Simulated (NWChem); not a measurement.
System: tetrafluoroethylene (C₂F₄); SMILES FC(F)=C(F)F

Output (shortened):

```
             Northwest Computational Chemistry Package (NWChem) 7.3.0
             --------------------------------------------------------

                             Geometry "geometry" -> ""
                             -------------------------

 Output coordinates in angstroms (scale by  1.889725989 to convert to a.u.)

  No.       Tag          Charge          X              Y              Z
 ---- ---------------- ---------- -------------- -------------- --------------
    1 F                    9.0000     1.10877200    -1.38670000     0.00000000
    2 C                    6.0000     0.00000000    -0.66294000     0.00000000
    3 F                    9.0000    -1.10877200    -1.38670000     0.00000000
    4 C                    6.0000     0.00000000     0.66294000     0.00000000
    5 F                    9.0000    -1.10877200     1.38670000     0.00000000
    6 F                    9.0000     1.10877200     1.38670000     0.00000000

 Effective nuclear repulsion energy (a.u.)     243.4541694263

  xc_inp: hfexch multiplicative factor not found.

                                 NWChem DFT Module
                                 -----------------

 Summary of "ao basis" -> "ao basis" (spherical)
 ------------------------------------------------------------------------------
       Tag                 Description            Shells   Functions and Types
 ---------------- ------------------------------  ------  ---------------------
 F                           6-31g*                  6       14   3s2p1d
 C                           6-31g*                  6       14   3s2p1d

            General Information
            -------------------
          SCF calculation type: DFT
          Wavefunction type:  closed shell.
          No. of atoms     :     6
          No. of electrons :    48
           Alpha electrons :    24
            Beta electrons :    24
          Charge           :     0
          Spin multiplicity:     1
          Use of symmetry is: off; symmetry adaption is: off
          Maximum number of iterations: 150
          AO basis - number of functions:    84
                     number of shells:    36
          Convergence on energy requested:  1.00D-06
          Convergence on density requested:  1.00D-05
          Convergence on gradient requested:  5.00D-04

              XC Information
              --------------
                     Hartree-Fock (Exact) Exchange  1.000

      Superposition of Atomic Density Guess
      -------------------------------------

 Sum of atomic energies:        -472.80983639

      Non-variational initial energy
      ------------------------------

 Total energy =    -474.637065
 1-e energy   =   -1143.123044
 2-e energy   =     425.031810
 HOMO         =      -0.171024
 LUMO         =       0.167845

     ---------------------------------------------
      Total Density - Mulliken Population Analysis
     ---------------------------------------------

    Atom       Charge   Shell Charges
 -----------   ------   -------------------------------------------------------
    1 F    9     9.44   2.00  0.94  3.38  1.01  2.10  0.01
    2 C    6     5.12   2.00  0.62  1.50  0.34  0.56  0.10
    3 F    9     9.44   2.00  0.94  3.38  1.01  2.10  0.01
    4 C    6     5.12   2.00  0.62  1.50  0.34  0.56  0.10
    5 F    9     9.44   2.00  0.94  3.38  1.01  2.10  0.01
    6 F    9     9.44   2.00  0.94  3.38  1.01  2.10  0.01

   convergence    iter        energy       DeltaE   RMS-Dens  Diis-err
 ---------------- ----- ----------------- --------- --------- ---------
 d= 0,ls=0.0,diis     1   -473.2784142378 -7.17D+02  8.22D-03  1.19D+00
 d= 0,ls=0.0,diis     2   -473.3754246945 -9.70D-02  3.11D-03  3.55D-01
 d= 0,ls=0.0,diis     3   -473.4066989233 -3.13D-02  6.20D-04  1.05D-02
 d= 0,ls=0.0,diis     4   -473.4078791998 -1.18D-03  2.58D-04  5.44D-04
 d= 0,ls=0.0,diis     5   -473.4079965671 -1.17D-04  7.77D-05  2.44D-05
  Resetting Diis
 d= 0,ls=0.0,diis     6   -473.4080043031 -7.74D-06  1.50D-05  8.63D-07
 d= 0,ls=0.0,diis     7   -473.4080045471 -2.44D-07  1.31D-06  1.87D-08

         Total DFT energy =     -473.408004547103
      One electron energy =    -1142.389413516690
           Coulomb energy =      476.211996126122
    Exchange-Corr. energy =      -50.684756582799
 Nuclear repulsion energy =      243.454169426264

 Numeric. integr. density =        0.000000000000

                       DFT Final Molecular Orbital Analysis
                       ------------------------------------

 Vector   22  Occ=2.000000D+00  E=-6.712545D-01
              MO Center= -4.1D-14, -1.4D-12,  3.1D-17, r^2= 3.5D+00
   Bfn.  Coefficient  Atom+Function         Bfn.  Coefficient  Atom+Function
  ----- ------------  ---------------      ----- ------------  ---------------
     3      0.257881  1 F  px                31      0.257881  3 F  px
    59     -0.257881  5 F  px                73     -0.257881  6 F  px
     4      0.228860  1 F  py                32     -0.228860  3 F  py
    60     -0.228860  5 F  py                74      0.228860  6 F  py
     7      0.179957  1 F  px                35      0.179957  3 F  px

 Vector   23  Occ=2.000000D+00  E=-6.660527D-01
              MO Center=  1.1D-13, -3.3D-13, -1.3D-15, r^2= 3.0D+00
   Bfn.  Coefficient  Atom+Function         Bfn.  Coefficient  Atom+Function
  ----- ------------  ---------------      ----- ------------  ---------------
     4      0.301940  1 F  py                32      0.301940  3 F  py
    60     -0.301940  5 F  py                74     -0.301940  6 F  py
    18     -0.232153  2 C  py                46      0.232153  4 C  py
     8      0.222692  1 F  py                36      0.222692  3 F  py
    64     -0.222692  5 F  py                78     -0.222692  6 F  py

 Vector   24  Occ=2.000000D+00  E=-3.963788D-01
              MO Center= -1.2D-14,  1.1D-14, -3.4D-16, r^2= 1.8D+00
   Bfn.  Coefficient  Atom+Function         Bfn.  Coefficient  Atom+Function
  ----- ------------  ---------------      ----- ------------  ---------------
    19      0.406751  2 C  pz                47      0.406751  4 C  pz
    23      0.253084  2 C  pz                51      0.253084  4 C  pz
     5     -0.195355  1 F  pz                33     -0.195355  3 F  pz
    61     -0.195355  5 F  pz                75     -0.195355  6 F  pz
     9     -0.179328  1 F  pz                37     -0.179328  3 F  pz

 Vector   25  Occ=0.000000D+00  E= 1.934154D-01
              MO Center= -2.7D-15, -1.3D-14,  6.1D-15, r^2= 1.9D+00
   Bfn.  Coefficient  Atom+Function         Bfn.  Coefficient  Atom+Function
  ----- ------------  ---------------      ----- ------------  ---------------
    23      0.633386  2 C  pz                51     -0.633386  4 C  pz
    19      0.485275  2 C  pz                47     -0.485275  4 C  pz
     9     -0.175680  1 F  pz                37     -0.175680  3 F  pz
    65      0.175680  5 F  pz                79      0.175680  6 F  pz
     5     -0.154851  1 F  pz                33     -0.154851  3 F  pz

 Vector   26  Occ=0.000000D+00  E= 2.624007D-01
              MO Center=  1.8D-14,  2.2D-13,  5.4D-17, r^2= 2.0D+00
   Bfn.  Coefficient  Atom+Function         Bfn.  Coefficient  Atom+Function
  ----- ------------  ---------------      ----- ------------  ---------------
    21      0.595809  2 C  px                49      0.595809  4 C  px
     6     -0.365482  1 F  s                 34      0.365482  3 F  s
    62      0.365482  5 F  s                 76     -0.365482  6 F  s
    17      0.340680  2 C  px                45      0.340680  4 C  px
     8     -0.230790  1 F  py                36      0.230790  3 F  py

 Vector   27  Occ=0.000000D+00  E= 3.308828D-01
              MO Center= -2.4D-14,  2.2D-12, -9.6D-15, r^2= 2.8D+00
   Bfn.  Coefficient  Atom+Function         Bfn.  Coefficient  Atom+Function
  ----- ------------  ---------------      ----- ------------  ---------------
    20      1.241201  2 C  s                 48     -1.241201  4 C  s
     6     -0.498221  1 F  s                 34     -0.498221  3 F  s
    62      0.498221  5 F  s                 76      0.498221  6 F  s
    22     -0.393687  2 C  py                50     -0.393687  4 C  py
     7      0.332766  1 F  px                35     -0.332766  3 F  px

[...]

                     NWChem Electrostatic Potential Fit Module
                     -----------------------------------------

 Atom parameters

 Number of atoms is                                    6
 Number of basis functions is                         84

 Grid parameters

 Maximum number of grid points is                  29768
 Number of grid points is                          29767
 Grid range                                     0.300000 nm
 Grid spacing                                   0.020000 nm
 Probe radius                                   0.070000 nm
 Atom radius factor                             1.000000

 Atomic radii

    6    0.147000
    9    0.128000
 FASTESP  F
  using M.O. file = ./job.movecs

    Atom              Coordinates                           Charge

                                                  ESP

    1 F     0.110877   -0.138670    0.000000   -0.159684
    2 C     0.000000   -0.066294    0.000000    0.321022
    3 F    -0.110877   -0.138670    0.000000   -0.158658
    4 C     0.000000    0.066294    0.000000    0.311770
    5 F    -0.110877    0.138670    0.000000   -0.157426
    6 F     0.110877    0.138670    0.000000   -0.157024
                                            ------------
                                               -0.000000

 Dipole moment                                  0.001909

 Quadrupole moment Qxx                         -2.203882
                   Qyy                         -3.926446
                   Qzz                          6.130328

 RMS deviation kJ/mol                           0.065416

 RRMS %                                        39.796654
```

Level: Hartree-Fock/6-31G* (spherical d). Coordinates come from a B3LYP/6-31G* (spherical d) optimisation.

### Question
Reconstruct the input file.

### Answer
Several could match; the one computed here: the input that was run:
```
start job
memory heap 200 mb stack 900 mb global 1100 mb
geometry units angstroms noautosym nocenter noautoz
  F      1.108772    -1.386700     0.000000
  C      0.000000    -0.662940     0.000000
  F     -1.108772    -1.386700     0.000000
  C      0.000000     0.662940     0.000000
  F     -1.108772     1.386700     0.000000
  F      1.108772     1.386700     0.000000
end
basis spherical
  F library 6-31g*
  C library 6-31g*
end
dft
  xc hfexch
  iterations 150
  mulliken
end
task dft energy
esp
  recalculate
  probe 0.07
  range 0.3
  factor 1.0
  spacing 0.02
end
task esp
```
